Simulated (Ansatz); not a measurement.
**One shape, several levels: BN (boron nitride)**

Aim: a comparison of 6 runs (UB2PLYP/cc-pVTZ, UB3LYP/cc-pVTZ, UBLYP/cc-pVTZ, UHSE06/cc-pVTZ, UCCSD/cc-pVTZ, UCCSD(T)/cc-pVTZ) of BN (boron nitride). 

The results are computed with Ansatz 0.2.0.

32 further runs of the same task are left out: 32 set aside as unsound or not needed.

### Step 1. The molecule

BN has 2 atoms, charge 0, and is taken as a triplet. SMILES: `B#N`. The B1–N2 distance was set to 2.894 Å, away from the relaxed value.

### Step 2. The energy at UB2PLYP/cc-pVTZ (run 1)

The input, job.yaml:

```yaml
crystal:
  periodic: [false, false, false]
  atoms:
    - {symbol: B, position_ang: [-0.000000, -0.000000, -1.602050]}
    - {symbol: N, position_ang: [0.000000, 0.000000, 1.291950]}
basis:
  gaussian: {orbitals: cc-pVTZ}
magnetization: {spin_polarized: true, initial_magnetization: 2}
hamiltonian: {xc: {name: B2PLYP}}
correlation: {frozen_orbitals: {B: 1, "N": 1}}
accuracy: high
output: {orbitals: {seedname: orbitals}}
```

Launch:

```
ansatz run job.yaml --threads 1 --pin off --max-ram 3480MiB --events-out events.jsonl --progress --plain --runs-dir runs
```

What it wrote:

```text
Warning: RAYON_NUM_THREADS=1 ignored (pool sized by the plan → 1); use --threads N
Functional definition: B2PLYP
  name "B2PLYP"
  parameter a = 0.53
  parameter c = 0.27
  exchange = (1 - a)*b88_x + a*exact_x
  correlation = (1 - c)*lyp_c + c*(mp2_os + mp2_ss)
774 factors; integrals over basis functions are off by at most 3.1e-9 eV
mean field evaluation 1: about -2148.4443 eV, gradient 2.1e1 eV
mean field evaluation 2: about -2148.4445 eV, gradient 2.1e1 eV
mean field evaluation 4: about -2151.6093 eV, gradient 8.0e0 eV
mean field evaluation 8: about -2154.0559 eV, gradient 1.5e0 eV
mean field evaluation 16: about -2154.0710 eV, gradient 4.6e-3 eV
mean field evaluation 32: about -2154.0692 eV, gradient 2.5e-1 eV
mean field evaluation 64: about -2154.0711 eV, gradient 6.7e-2 eV
mean field evaluation 96: about -2113.3265 eV, gradient 3.7e1 eV
mean field -2154.07103136 eV, -79.1606503206 hartree, gradient 4.0e-8 eV, S^2 2.874739; 5 other end points of the search recorded, 0 dependent functions left out
2 core orbitals not correlated: weight in the atoms' cores, before any rotation towards them, 1.000 or more for the frozen orbitals, at most 0.000 for the correlated occupied ones
reference -2154.07104958 eV, -79.1606509903 hartree; 5, 3 occupied and 53, 55 virtual orbitals, 774 factors
second order -4.91986845 eV of doubles, -0.00000000 eV of singles
Total energy: -2155.39941406 eV, -79.2094674846 hartree
```

It took 5.7 s on 1 thread of Arm Neoverse V1, shared host; peak memory 0.13 GiB.

### Step 3. A single-point energy at UB3LYP/cc-pVTZ (run 2)

The input, molecule.yaml:

```yaml
crystal:
  periodic: [false, false, false]
  atoms:
    - {symbol: B, position_ang: [-0.000000, -0.000000, -1.602050]}
    - {symbol: "N", position_ang: [0.000000, 0.000000, 1.291950]}
basis:
  gaussian:
    orbitals: cc-pVTZ
magnetization:
  spin_polarized: true
  initial_magnetization: 2
hamiltonian:
  xc: {name: B3LYP}
accuracy: high
output: {orbitals: {seedname: orbitals}}
```

Launch:

```
ansatz run molecule.yaml --threads 1 --pin off --max-ram 3480MiB --events-out events.jsonl --progress --plain --runs-dir runs
```

What it wrote:

```text
Warning: RAYON_NUM_THREADS=1 ignored (pool sized by the plan → 1); use --threads N
Functional definition: B3LYP
  name "B3LYP"
  parameter a0 = 0.2
  parameter ax = 0.72
  parameter ac = 0.81
  exchange = (1 - a0 - ax)*slater_x + ax*b88_x + a0*exact_x
  correlation = (1 - ac)*vwn_rpa_c + ac*lyp_c
774 factors; integrals over basis functions are off by at most 3.1e-9 eV
mean field evaluation 1: about -2150.6966 eV, gradient 2.7e1 eV
mean field evaluation 2: about -1994.2482 eV, gradient 1.1e2 eV
mean field evaluation 4: about -2156.4848 eV, gradient 5.2e0 eV
mean field evaluation 8: about -2157.2152 eV, gradient 2.1e0 eV
mean field evaluation 16: about -2157.2627 eV, gradient 1.4e-3 eV
mean field evaluation 32: about -2157.1795 eV, gradient 2.8e0 eV
mean field -2157.26269108 eV, -79.2779416521 hartree, gradient 2.0e-8 eV, S^2 2.711376; 2 other end points of the search recorded, 0 dependent functions left out
reference -2157.26271973 eV, -79.2779427048 hartree; 7, 5 occupied and 53, 55 virtual orbitals, 774 factors
Total energy: -2157.26271973 eV, -79.2779427048 hartree
```

Wall time 3.3 s (1 thread of Arm Neoverse V1, shared host); peak memory 0.12 GiB.

Runs 3 to 5 aren't shown in full; the table further down has their settings and results.

### Step 4. A single-point energy at UCCSD(T)/cc-pVTZ (run 6)

The input, run.yaml:

```yaml
basis:
  gaussian:
    orbitals: cc-pVTZ
crystal:
  periodic: [false, false, false]
  atoms:
    - {symbol: B, position_ang: [-0.000000, -0.000000, -1.602050]}
    - {symbol: N, position_ang: [0.000000, 0.000000, 1.291950]}
total_charge: 0
magnetization:
  spin_polarized: true
  initial_magnetization: 2
correlation:
  method: ccsd_t
  frozen_orbitals: {B: 1, "N": 1}
accuracy: high
scf:
  omitted_lower_state_checks: [cluster_reference, increment]
```

Launch:

```
ansatz run run.yaml --threads 1 --pin off --max-ram 3480MiB --events-out events.jsonl --progress --plain --runs-dir runs
```

What it wrote (excerpt; [...] marks lines left out):

```text
Warning: RAYON_NUM_THREADS=1 ignored (pool sized by the plan → 1); use --threads N
Functional definition: HF
  name "HF"
[...]
774 factors; integrals over basis functions are off by at most 3.1e-9 eV
[...]
mean field -2147.81767637 eV, -78.9308437636 hartree, gradient 7.5e-9 eV, S^2 3.025820; 14 other end points of the search recorded, 0 dependent functions left out
2 core orbitals not correlated: weight in the atoms' cores, before any rotation towards them, 1.000 or more for the frozen orbitals, at most 0.000 for the correlated occupied ones
reference -2147.81767637 eV, -78.9308437636 hartree; 5, 3 occupied and 53, 55 virtual orbitals, 774 factors
second order -3.85149778 eV of doubles, -0.00000000 eV of singles
cycle   1  -4.50276021 eV  change   -6.5e-1 eV  update   6.8e-2
[...]
cycle  39  -4.85184604 eV  change   2.7e-10 eV  update  5.9e-10
perturbative correction -0.10848549 eV, -0.0039867683 hartree
Total energy: -2152.77800791 eV, -79.1131325852 hartree
Checks for a lower state left out: cluster_reference, increment
```

It took 5.1 s on 1 thread of Arm Neoverse V1, shared host; peak memory 0.26 GiB.

### Step 5. Overview of the runs

```
run             level  frozen core orbitals  energy (Eh)  HOMO energy (eV)  LUMO energy (eV)   ⟨S²⟩  wall time
  1   UB2PLYP/cc-pVTZ                     2   -79.209467             -6.71             -1.21  2.875      5.7 s
  2    UB3LYP/cc-pVTZ                     –   -79.277943             -5.71             -3.22  2.711      3.3 s
  3     UBLYP/cc-pVTZ                     –   -79.257913             -4.93             -4.17  2.525      4.8 s
  4    UHSE06/cc-pVTZ                     –   -79.165454             -5.41             -3.29  2.757      3.6 s
  5     UCCSD/cc-pVTZ                     2   -79.109146                 –                 –  3.026      4.5 s
  6  UCCSD(T)/cc-pVTZ                     2   -79.113133                 –                 –  3.026      5.1 s
```

### Step 6. Outcome

| quantity | value |
| --- | --- |
| run 6: total energy | -79.11313 Eh |
| run 6: correlation energy (2 core orbitals frozen) | -182.3 mEh |
| run 6: (T) correction | -3.99 mEh |
| run 6: ⟨S²⟩ of the reference determinant | 3.026 |
| run 6: T1 diagnostic | 0.017 |

Totals of different functionals can't be ranked against each other. Spin contamination of the reference: run 5 ⟨S²⟩ = 3.03, run 6 ⟨S²⟩ = 3.03, run 1 ⟨S²⟩ = 2.87, run 4 ⟨S²⟩ = 2.76, run 2 ⟨S²⟩ = 2.71, run 3 ⟨S²⟩ = 2.53. Where it is this large, the reference is a mixture of spin states, and values that rest on it are in doubt. All runs together took 27 s, the longest 5.7 s.
